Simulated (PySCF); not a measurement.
**AlH₃⁻: structure of the doublet**

Aim: relax AlH₃⁻ as a doublet from a trigonal pyramidal start, check by its vibrations whether the end is a minimum, and collect its spectrum and constants.

Computed with PySCF 2.14.0. Level: PBE0, basis Al def2-TZVPD, H def2-TZVPD, no relativity, density fitting.

### 1 Where the work starts

4 atoms, charge -1, spin multiplicity 2.

Bond lengths: Al1–H2 1.580 Å, Al1–H3 1.580 Å, Al1–H4 1.580 Å. Angles: H2–Al1–H3 99.8°, H2–Al1–H4 99.8°, H3–Al1–H4 99.8°.

```xyz
4
charge -1 multiplicity 2
Al    0.0000    0.0000    0.0000
H     1.3951    0.0000    0.7418
H    -0.6975    1.2082    0.7418
H    -0.6975   -1.2082    0.7418
```

### 2 The SCF at the typed geometry

The steps below are one call of a driver around PySCF. For each, scf.py gives the equivalent set-up of the SCF; relaxations use the driver's own optimiser. After this first run the driver tries any further starts and a stability analysis.

scf.py reads:

```python
from pyscf import gto, scf, dft
mol = gto.M(atom='''
Al     0.000000     0.000000     0.000000
H      1.395100     0.000000     0.741800
H     -0.697500     1.208200     0.741800
H     -0.697500    -1.208200     0.741800''',
    basis={'Al': 'def2-TZVPD', 'H': 'def2-TZVPD'},
    charge=-1, spin=1)
mf = dft.UKS(mol, xc='PBE0')
mf.grids.atom_grid = (50, 194)
aux = {'Al': 'def2-universal-JKFIT', 'H': 'def2-universal-JKFIT'}
mf = mf.density_fit(auxbasis=aux)
mf.conv_tol = 1e-08
mf.diis_space = 10
mf.max_cycle = 60
mf.init_guess = 'minao'
mf.verbose = 4
mf.kernel()
```

Run with:

```bash
$ OMP_NUM_THREADS=2 python axn.py task.json out
```

The program printed:

```text
init E= -243.81269743374
[... the frontier-level lines of each cycle are left out ...]
cycle= 1 E= -244.04712600286  delta_E= -0.234  |g|= 0.163  |ddm|= 0.952
cycle= 2 E= -244.072682293223  delta_E= -0.0256  |g|= 0.09  |ddm|= 0.962
cycle= 3 E= -244.081260045341  delta_E= -0.00858  |g|= 0.0112  |ddm|= 0.223
cycle= 4 E= -244.081358071326  delta_E= -9.8e-05  |g|= 0.00249  |ddm|= 0.0279
cycle= 5 E= -244.081367404149  delta_E= -9.33e-06  |g|= 0.000437  |ddm|= 0.0233
cycle= 6 E= -244.081367923666  delta_E= -5.2e-07  |g|= 0.00012  |ddm|= 0.00681
cycle= 7 E= -244.081367954466  delta_E= -3.08e-08  |g|= 6.37e-05  |ddm|= 0.00237
cycle= 8 E= -244.081367958976  delta_E= -4.51e-09  |g|= 1.03e-05  |ddm|= 0.000451
Extra cycle  E= -244.08136795919  delta_E= -2.14e-10  |g|= 4.93e-06  |ddm|= 8.85e-05
converged SCF energy = -244.08136795919  <S^2> = 0.75189015  2S+1 = 2.0018893
```

This step, with its further starts and checks, needed 2.8 s of wall time on 2 threads of Arm Neoverse N1, shared host.

The test of internal stability found no lower solution of this spin.

### 3 Trigonal pyramidal start, doublet: relaxation

The program finds C3v symmetry in the start, which this walk keeps. Threshold on the gradient: 0.0003 Eh/bohr, with a further test on the energy change.

Edit scf.py of step 2 so:

```diff
@@ -3,4 +3,4 @@
-Al     0.000000     0.000000     0.000000
-H      1.395100     0.000000     0.741800
-H     -0.697500     1.208200     0.741800
-H     -0.697500    -1.208200     0.741800''',
+Al    -0.000001     0.000000    -0.074748
+H      1.395097     0.000000     0.667032
+H     -0.697535     1.208182     0.667062
+H     -0.697535    -1.208182     0.667062''',
@@ -16 +15,0 @@
-mf.init_guess = 'minao'
```

The optimiser's trace:

| step | energy (Eh) | change (kJ/mol) | largest symmetric gradient (Eh/bohr) |
| --- | --- | --- | --- |
| 0 | -244.081368 | 0.00 | 0.02044 |
| 1 | -244.091883 | -27.61 | 0.00416 |
| 2 | -244.092462 | -29.13 | 0.00096 |
| 3 | -244.092472 | -29.15 | 0.00074 |
| 4 | -244.092475 | -29.16 | 0.00037 |
| 5 | -244.092476 | -29.17 | 0.00004 |

The walk took 6.2 s.

After 5 steps and 29.2 kJ/mol it ends at C3v: Al–H 1.640 Å (×3); H–Al–H 110.9° (×3).

### 4 Frequencies

On the finer grid the gradient is checked again; gradients at displacements of ±0.02 bohr then give force constants and infrared intensities.

Edit scf.py of step 3 so:

```diff
@@ -3,4 +3,4 @@
-Al    -0.000001     0.000000    -0.074748
-H      1.395097     0.000000     0.667032
-H     -0.697535     1.208182     0.667062
-H     -0.697535    -1.208182     0.667062''',
+Al    -0.000001     0.000000    -0.050985
+H      1.559817     0.000000     0.454972
+H     -0.779899     1.350836     0.455005
+H     -0.779899    -1.350836     0.455005''',
@@ -10 +10 @@
-mf.grids.atom_grid = (50, 194)
+mf.grids.atom_grid = (75, 302)
@@ -13 +13 @@
-mf.conv_tol = 1e-08
+mf.conv_tol = 1e-10
```

This SCF starts from the last density.

SCF at the final geometry:

```text
init E= -244.092474922509
[... the frontier-level lines of each cycle are left out ...]
cycle= 1 E= -244.092474922508  delta_E= 9.66e-13  |g|= 6.62e-07  |ddm|= 1.21e-05
Extra cycle  E= -244.09247492251  delta_E= -1.88e-12  |g|= 4.04e-07  |ddm|= 1.89e-06
converged SCF energy = -244.09247492251  <S^2> = 0.7520967  2S+1 = 2.0020956
```

The whole step took 20 s.

Geometry: C3v; Al–H 1.640 Å (×3); H–Al–H 110.9° (×3).

Modes, for the most abundant isotopes:

```json
{"symmetry": "a1", "ω (cm⁻¹)": "652", "IR (km/mol)": "298", "type": "bend"}
{"symmetry": "e", "ω (cm⁻¹)": "745", "IR (km/mol)": "293", "type": "bend"}
{"symmetry": "e", "ω (cm⁻¹)": "1672", "IR (km/mol)": "1196", "type": "stretch"}
{"symmetry": "a1", "ω (cm⁻¹)": "1696", "IR (km/mol)": "218", "type": "stretch"}
```

All wavenumbers are real: a minimum.

Constants and moments:

```
Dipole moment about the centre of mass                          : 0.38 D
Highest occupied level                                          : 0.91 eV
Lowest empty level                                              : 3.79 eV
Rotational constants                                            : 3.854, 3.854, 2.292 cm⁻¹
Zero-point energy                                               : 43.0 kJ/mol
Principal polarisabilities                                      : 79.0, 79.0, 106.0 bohr³
Principal traceless quadrupole moments about the centre of mass : -0.01, -0.01, 0.01 D Å
Entropy at 298.15 K and 1 bar (electronic part: spin only)      : 220.7 J/(mol K)
Heat capacity Cp at 298.15 K                                    : 43.8 J/(mol K)
Enthalpy at 298.15 K above 0 K                                  : 10.79 kJ/mol
Rotational symmetry number                                      : 3
Spin squared ⟨S²⟩                                               : 0.752
```

Charges (e) and bond orders:

| atom | Mulliken | Löwdin | polar tensor | spin (Mulliken) | Mayer order to Al1 |
| --- | --- | --- | --- | --- | --- |
| Al1 | -0.65 | -0.15 | 0.29 | 0.96 | – |
| H2,3,4 | -0.12 | -0.28 | -0.43 | 0.01 | 1.03 |

Mulliken populations on Al1: s 5.13, p 8.29, d 0.21, f 0.01.

### 5 Summary of results

| quantity | value |
| --- | --- |
| minimum | doublet, C3v |
| geometry | Al–H 1.640 Å (×3); H–Al–H 110.9° (×3) |
| wavenumbers (cm⁻¹) | 652 (a1), 745 (e), 1672 (e), 1696 (a1) |
| dipole moment (centre of mass) | 0.38 D |
| highest occupied, lowest empty level (either spin) | 0.91, 3.79 eV |
| polar-tensor charge of Al1 | +0.29 e |
| zero-point energy | 43.0 kJ/mol |
| entropy at 298.15 K | 220.7 J/(mol K) |
| ⟨S²⟩ | 0.752 |

In words: The molecule stays C3v, as typed, and the end point is a minimum. The strongest infrared band lies at 1672 cm⁻¹ (e, stretch). Most of the spin sits on Al1 (Mulliken spin 0.96, against 1 for the whole molecule). Other starts or spin states, not run here, may lie lower. The highest occupied level lies above zero: either self-interaction error lifts it or the extra electron is not bound, and the basis holds it in place.

The search up to here took 30 s.
